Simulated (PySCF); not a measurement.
**Gas-phase thermal properties of AlCH3**

Computed with PySCF (xtb for GFN2) and rigid-rotor harmonic-oscillator thermochemistry at 1 bar. 6-31G* has spherical d functions here. All species are closed-shell singlets. B3LYP is the form with VWN-RPA correlation. AlCH3: computed as isolated molecules; such fragments, hydroxides, amides, oligomers or adducts are transient or little studied in the gas. The harmonic model lacks anharmonicity and excited electronic states, which grow with temperature; levels with a mode under 35 cm⁻¹ are left out.

```
level           point group  σ  ZPE (kJ/mol)  S°298 (J/mol/K)  Cp298 (J/mol/K)  S°1000 (J/mol/K)  H1000 − H298 (kJ/mol)
--------------  -----------  -  ------------  ---------------  ---------------  ----------------  ---------------------
B3LYP/6-31G*            C3v  3          88.7            239.5             50.2             318.0                   47.7
GFN2-xTB                C3v  3          84.4            242.2             51.7             321.7                   48.3
HF/6-31G*               C3v  3          94.2            237.9             48.3             313.8                   46.3
PBE/def2-SVP            C3v  3          84.9            241.4             52.0             322.1                   48.9
PBE0/def2-TZVP          C3v  3          87.6            240.2             51.0             319.6                   48.2
```
σ: rotational symmetry number. Electronic degeneracy used: 1. Frequencies are unscaled.
